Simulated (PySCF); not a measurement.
**Magnetisability: SMILES C1=C[PH2+]1, [C2H4P]+, charge +1**

Molfile (atoms numbered from 1):
```
C2H4P
     RDKit          3D

  7  7  0  0  0  0  0  0  0  0999 V2000
   -0.7111    0.6632    0.1897 C   0  0  0  0  0  0  0  0  0  0  0  0
   -0.7584   -0.6254   -0.1279 C   0  0  0  0  0  0  0  0  0  0  0  0
    0.9172   -0.0222   -0.0473 P   0  0  0  0  0  0  0  0  0  0  0  0
   -1.2970    1.5288    0.4287 H   0  0  0  0  0  0  0  0  0  0  0  0
   -1.4051   -1.4615   -0.3089 H   0  0  0  0  0  0  0  0  0  0  0  0
    1.6762   -0.3220    1.0655 H   0  0  0  0  0  0  0  0  0  0  0  0
    1.5817    0.2440   -1.2269 H   0  0  0  0  0  0  0  0  0  0  0  0
  1  2  2  0
  2  3  1  0
  3  1  1  0
  1  4  1  0
  2  5  1  0
  3  6  1  0
  3  7  1  0
M  CHG  1   3   1
M  END
```

Level of theory: GIAO wB97X-D/pcSseg-1 magnetisability, rotational g tensor and spin-rotation constants, non-relativistic, gas phase in PySCF. Geometry: GFN2-xTB.

For an ion the centre-of-mass motion in the field is neglected.

(1) How diamagnetic is it, and how anisotropic?

(2) Split it along the inertial axes a, b, c into diamagnetic and paramagnetic parts about the centre of mass, with the quadrupole moment.

(3) And the rotational g tensor?

Answers

(1) Isotropic -545 × 10⁻³⁰ J/T², or -32.8 × 10⁻⁶ cm³/mol; principal values -796, -453, -387 × 10⁻³⁰ J/T², anisotropy 380 × 10⁻³⁰ J/T² (root of half the summed squared differences of the principal values). The susceptibility is in cgs units.

(2) 
| axis | χ (10⁻⁶ cm³/mol) | diamagnetic (10⁻⁶ cm³/mol) | paramagnetic (10⁻⁶ cm³/mol) | summed x² of all electrons (Å²) | quadrupole Θ (D Å) |
| --- | --- | --- | --- | --- | --- |
| a | -27.3 | -90.4 | 63.2 | 30.1 | +6.25 |
| b | -23.3 | -158.8 | 135.6 | 14.0 | -0.97 |
| c | -47.9 | -187.1 | 139.1 | 7.3 | -5.27 |

Anisotropies 2χaa − χbb − χcc = +16.7 and 2χbb − χaa − χcc = +28.6 × 10⁻⁶ cm³/mol. Θ is traceless in Buckingham's convention.

(3) 
```
axis  rotational constant (GHz)        g  nuclear part  electronic part
   a                    27.7969  -0.1140        0.7109          -0.8249
   b                    10.3542  -0.0411        0.6182          -0.6594
   c                     8.2360  +0.0723        0.6107          -0.5384
```
Asymmetric top; isotopes 12C, 1H, 31P; no vibrational averaging.
